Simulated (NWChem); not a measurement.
# CH5FSi (SMILES C[SiH2]F) at 6 levels

We compute a comparison of 6 runs (HF/6-311G**, HF/6-311+G**, B2PLYP/STO-3G, PBE/STO-3G, M06-2X/def2-TZVP, CCSD/6-311+G**) of CH5FSi. 

Program for the calculation: NWChem 7.3.0.

2 further runs of the same task are left out: 2 set aside as unsound or not needed.

## Step 1: The molecule

CH5FSi: 8 atoms, total charge 0, spin state singlet. As SMILES, `C[SiH2]F`. Geometry: relaxed at PBE0-D4/def2-TZVP.

Bond lengths: C1–Si2 1.853 Å, Si2–F3 1.604 Å, C1–H4 1.092 Å, C1–H5 1.094 Å, C1–H6 1.092 Å, Si2–H7 1.485 Å, Si2–H8 1.485 Å. Some angles: C1–Si2–F3 109.4°, C1–Si2–H7 111.5°, C1–Si2–H8 111.5°, F3–Si2–H7 107.3°, F3–Si2–H8 107.3°, Si2–C1–H4 111.0°, Si2–C1–H5 110.1°, Si2–C1–H6 111.1°, H7–Si2–H8 109.7°, H4–C1–H5 108.1°.

## Step 2: Energy and gradient at HF/6-311G(d,p) (run 1)

mymol.xyz reads:

```xyz
8

C     -0.521400     0.700300    -0.437000
Si     0.448400    -0.642000     0.395200
F      1.946500    -0.649600    -0.178800
H     -0.562400     0.542500    -1.517100
H     -1.546700     0.713200    -0.056500
H     -0.077200     1.680300    -0.248400
H      0.538700    -0.420800     1.860700
H     -0.133700    -1.981200     0.126000
```

mymol.nw reads:

```
start mymol
memory 2200 mb

geometry units angstroms noautosym nocenter noautoz
  load format xyz mymol.xyz
end

basis spherical bse
  * library 6-311G**
end

scf
  thresh 1e-08
  maxiter 80
  print medium
end

task scf gradient
```

Launch:

```console
nwchem mymol.nw > mymol.out
```

What it wrote:

```text
[...]
  functions       =    92
[...]
  wavefunction    = RHF
[...]
         Total SCF energy =   -429.262129275475
      One-electron energy =   -825.344779965077
      Two-electron energy =    280.123526871360
 Nuclear repulsion energy =    115.959123818242
        Time for solution =     11.3s
[...]
                         RHF ENERGY GRADIENTS
    atom               coordinates                        gradient
                 x          y          z           x          y          z
   1 C      -0.985303   1.323375  -0.825810    0.003277  -0.004942   0.003131
   2 Si      0.847353  -1.213204   0.746820   -0.001586   0.006903  -0.005563
   3 F       3.678352  -1.227566  -0.337883    0.001412  -0.000355  -0.000248
   4 H      -1.062782   1.025176  -2.866903    0.000080  -0.001228  -0.004154
   5 H      -2.922839   1.347753  -0.106770   -0.003834  -0.000277   0.001707
   6 H      -0.145887   3.175307  -0.469408    0.002131   0.003611   0.001216
   7 H       1.017995  -0.795197   3.516213    0.000237   0.000404   0.004476
   8 H      -0.252656  -3.743925   0.238105   -0.001718  -0.004116  -0.000565
[...]
```

Wall time 16 s (1 thread of Intel Xeon Platinum 8488C (Sapphire Rapids), shared host); peak memory 0.1 GiB.

## Step 3: Energy and gradient at HF/6-311+G(d,p) (run 2)

run.xyz reads:

```xyz
8

C     -0.521400     0.700300    -0.437000
Si     0.448400    -0.642000     0.395200
F      1.946500    -0.649600    -0.178800
H     -0.562400     0.542500    -1.517100
H     -1.546700     0.713200    -0.056500
H     -0.077200     1.680300    -0.248400
H      0.538700    -0.420800     1.860700
H     -0.133700    -1.981200     0.126000
```

run.nw reads:

```
start run
memory total 2200 mb
geometry units angstroms noautosym nocenter noautoz
   load format xyz run.xyz
end
basis "ao basis" spherical bse
   * library 6-311+G**
end
scf
   thresh 1e-08
   maxiter 80
   print low
end
task scf gradient
```

Launch:

```console
nwchem run.nw > run.out
```

What it wrote:

```text
[...]
  functions       =   104
[...]
  wavefunction    = RHF
[...]
         Total SCF energy =   -429.264839563625
      One-electron energy =   -825.262811767124
      Two-electron energy =    280.038848385257
 Nuclear repulsion energy =    115.959123818242
        Time for solution =     14.5s
[...]
                         RHF ENERGY GRADIENTS
    atom               coordinates                        gradient
                 x          y          z           x          y          z
   1 C      -0.985303   1.323375  -0.825810    0.002862  -0.005034   0.003374
   2 Si      0.847353  -1.213204   0.746820    0.002134   0.006194  -0.006368
   3 F       3.678352  -1.227566  -0.337883   -0.000917  -0.000171   0.000489
   4 H      -1.062782   1.025176  -2.866903    0.000104  -0.001187  -0.004077
   5 H      -2.922839   1.347753  -0.106770   -0.003749  -0.000241   0.001641
   6 H      -0.145887   3.175307  -0.469408    0.002106   0.003539   0.001167
   7 H       1.017995  -0.795197   3.516213   -0.000308   0.000672   0.004365
   8 H      -0.252656  -3.743925   0.238105   -0.002232  -0.003772  -0.000592
 Task  times  cpu:       20.7s     wall:       20.7s
 Total times  cpu:       20.7s     wall:       20.7s
```

Run time: 21 s. Hardware: 1 thread of Intel Xeon Platinum 8488C (Sapphire Rapids), shared host; peak memory 0.1 GiB.

## Step 4: The energy at B2PLYP/STO-3G (run 3)

work.nw reads:

```
start work
title "CH5FSi"
memory stack 880 mb heap 220 mb global 1100 mb
charge 0

geometry noautosym nocenter noautoz
  C       -0.521400       0.700300      -0.437000
  Si       0.448400      -0.642000       0.395200
  F        1.946500      -0.649600      -0.178800
  H       -0.562400       0.542500      -1.517100
  H       -1.546700       0.713200      -0.056500
  H       -0.077200       1.680300      -0.248400
  H        0.538700      -0.420800       1.860700
  H       -0.133700      -1.981200       0.126000
end

basis "ao basis" spherical bse
  * library STO-3G
end

dft
  xc hfexch 0.53 becke88 0.47 lyp 0.73 mp2 0.27
  dftmp2 semidirect
  grid xfine
  convergence energy 1e-08
  iterations 100
  mulliken
  print medium
end

mp2
  freeze core 7
end

task dft energy
```

Launch:

```console
nwchem work.nw > work.out
```

What it wrote:

```text
[...]
          Wavefunction type:  closed shell.
          No. of atoms     :     8
          No. of electrons :    34
[...]
          Charge           :     0
          Spin multiplicity:     1
[...]
          AO basis - number of functions:    24
[...]
              XC Information
              --------------
                     Hartree-Fock (Exact) Exchange  0.530
                    Becke 1988 Exchange Functional  0.470
              Lee-Yang-Parr Correlation Functional  0.730
[...]
 d= 0,ls=0.0,diis     1   -424.7482893076 -5.41D+02  4.38D-02  2.69D-01     1.4
[...]
 d= 0,ls=0.0,diis     8   -424.8152628218 -5.82D-10  1.18D-07  2.24D-12     7.9
         Total DFT energy =     -424.815262821793
      One electron energy =     -821.631266864883
           Coulomb energy =      319.455635646433
    Exchange-Corr. energy =      -38.598755421584
 Nuclear repulsion energy =      115.959123818242
[...]
      Total Density - Mulliken Population Analysis
     ---------------------------------------------
    Atom       Charge   Shell Charges
 -----------   ------   -------------------------------------------------------
    1 C    6     6.40   1.99  1.24  3.17
    2 Si  14    13.19   2.00  1.99  5.88  1.17  2.15
    3 F    9     9.29   2.00  1.96  5.33
    4 H    1     0.93   0.93
    5 H    1     0.93   0.93
    6 H    1     0.93   0.93
    7 H    1     1.16   1.16
    8 H    1     1.16   1.16
[...]
  Basis functions       =     24
[...]
```

Run time: 8.7 s. Hardware: 1 thread of Intel Xeon Platinum 8488C (Sapphire Rapids), shared host; peak memory 0.14 GiB.

Runs 4 to 5 aren't shown in full; the table further down has their settings and results.

## Step 5: A single-point energy at CCSD/6-311+G(d,p) (run 6)

ch5fsi.nw reads:

```
start ch5fsi
memory stack 880 mb heap 220 mb global 1100 mb

geometry units angstroms noautosym nocenter noautoz
   C     -0.521400     0.700300    -0.437000
   Si     0.448400    -0.642000     0.395200
   F      1.946500    -0.649600    -0.178800
   H     -0.562400     0.542500    -1.517100
   H     -1.546700     0.713200    -0.056500
   H     -0.077200     1.680300    -0.248400
   H      0.538700    -0.420800     1.860700
   H     -0.133700    -1.981200     0.126000
end

basis spherical bse
   * library 6-311+G**
end

scf
   thresh 1e-08
   maxiter 80
end

ccsd
   freeze core 7
   maxiter 60
end

task ccsd energy
```

Launch:

```console
nwchem ch5fsi.nw > ch5fsi.out
```

What it wrote:

```text
[...]
  functions       =   104
[...]
  wavefunction    = RHF
[...]
         Total SCF energy =   -429.264839563541
      One-electron energy =   -825.262811766995
      Two-electron energy =    280.038848385213
 Nuclear repulsion energy =    115.959123818242
        Time for solution =     15.1s
[...]
 Total MP2 energy:           -429.732663843452883
[...]
             energy      energy      error      ampl     ampl      Block
                                                time     time      time
[...]
 Total CCSD energy:           -429.765265505210778
[...]
```

Wall time 2.4 min (1 thread of Intel Xeon Platinum 8488C (Sapphire Rapids), shared host); peak memory 0.22 GiB.

## Step 6: All runs side by side

| run | level | task | iteration cap | energy (Eh) | dipole moment (D) | HOMO energy (eV) | LUMO energy (eV) | wall time |
| --- | --- | --- | --- | --- | --- | --- | --- | --- |
| 1 | HF/6-311G** | gradient | 80 | -429.262129 | 2.02 | -12.68 | 3.64 | 16 s |
| 2 | HF/6-311+G** | gradient | 80 | -429.264840 | – | – | – | 21 s |
| 3 | B2PLYP/STO-3G | energy | 100 | -424.852566 | 0.93 | -7.10 | 10.28 | 8.7 s |
| 4 | PBE/STO-3G | gradient | 100 | -424.861028 | 0.62 | -2.94 | 6.81 | 9.9 s |
| 5 | M06-2X/def2-TZVP | gradient | 100 | -430.508712 | 1.75 | -10.48 | 1.26 | 53 s |
| 6 | CCSD/6-311+G** | energy | 80 | -429.765266 | – | -12.70 | 1.54 | 2.4 min |

## Step 7: Summary of results

```
                                          quantity          value
                               run 6: total energy  -429.76527 Eh
        run 6: HOMO energy (Hartree–Fock orbitals)      -12.70 eV
        run 6: LUMO energy (Hartree–Fock orbitals)        1.54 eV
      run 6: HOMO–LUMO gap (Hartree–Fock orbitals)       14.24 eV
run 6: correlation energy (7 core orbitals frozen)     -500.4 mEh
```

Over runs 1, 3, 4, 5 the dipole moment (its size) runs from 0.62 D (PBE/STO-3G) to 2.02 D (HF/6-311G**). The two ends differ in method and basis. Over runs 1, 3, 4, 5 the HOMO–LUMO gap runs from 9.74 eV (PBE/STO-3G) to 17.38 eV (B2PLYP/STO-3G). A double hybrid's value is that of its SCF part. Totals of different functionals can't be ranked against each other. In runs 3, 4 the basis is minimal, so the values are rough. All runs together took 4.2 min, the longest 2.4 min.
